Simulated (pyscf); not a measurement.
## Atom transfer: `[NH]` [triplet] + `[F][SiH2][F]` → `[NH][F]` [doublet] + `[F][SiH2]` [doublet]

Gas phase, triplet surface, charge 0. Bonds broken: F2–Si4. Bonds formed: N1–F2. Optimised with ωB97X-D3(BJ)/def2-SVP in PySCF. MP2 and CC: frozen core, UHF for open shells. ΔMP2 is the change of the MP2 total energy from the triple- to the quadruple-zeta basis.

Transition state (Å):

```xyz
7

N      1.1315    -0.2801    -1.5351
F      0.2198     0.4089    -0.4783
F      1.0442    -0.9731     1.4268
Si     0.0961     0.3643     1.5864
H      1.5296    -0.9593    -0.8524
H      0.9907     1.4845     1.9937
H     -0.8747     0.0125     2.6731
```

One imaginary mode, 1063i cm⁻¹; descent along it reached the two sides named.

```csv
bond,change,reactant side (Å),saddle,product side
F2–Si4,breaks,1.616,2.069,3.0
N1–F2,forms,3.0,1.556,1.358
```

Electronic energies relative to the separated reactants (kcal/mol):

```
level                             barrier  reaction energy
--------------------------------  -------  ---------------
ωB97X-D3(BJ)/def2-TZVP               95.1            +82.1
PBE/def2-TZVP                        73.4            +70.4
r²SCAN/def2-TZVP                     83.4            +79.6
B3LYP-D3(BJ)/def2-TZVP               86.7            +80.6
PBE0-D3(BJ)/def2-TZVP                87.5            +78.6
M06-2X/def2-TZVP                     96.7            +85.9
ωB97M-D3(BJ)/def2-TZVP               95.1            +85.1
HF/def2-TZVP                        129.0           +104.2
MP2/def2-QZVPP                      110.6            +91.3
CCSD/def2-TZVPP                     105.9            +91.2
CCSD(T)/def2-TZVPP                  101.1            +88.8
CCSD(T)/def2-TZVPP + ΔMP2(QZVPP)    100.9            +88.8
```

With CCSD(T)/def2-TZVPP + ΔMP2(QZVPP) energies and thermal terms (ideal gas, 1 atm, RRHO with modes under 100 cm⁻¹ raised to 100, one conformer, R ln 2 for chiral ones without a mode under 150 cm⁻¹), in kcal/mol:

```json
[
 {"T (K)": "298", "ΔH‡": "101.0", "ΔG‡": "109.0", "ΔH": "+89.2", "ΔG": "+86.6"},
 {"T (K)": "600", "ΔH‡": "101.3", "ΔG‡": "117.0", "ΔH": "+88.7", "ΔG": "+84.2"},
 {"T (K)": "900", "ΔH‡": "101.6", "ΔG‡": "124.7", "ΔH": "+88.3", "ΔG": "+82.0"},
 {"T (K)": "1200", "ΔH‡": "102.0", "ΔG‡": "132.4", "ΔH": "+87.9", "ΔG": "+79.9"}
]
```

•HN–F + F–SiH₂• also meet on a surface of lower spin, which isn't treated here. This is the saddle that the search found; another between the same sides may lie lower. The angle at the transferred F is 135°. The CCSD(T) − MP2 part came from Ansatz, without density fitting, on the same reference. A UHF reference is spin-contaminated (<S²> up to 2.15), which harms MP2 most.
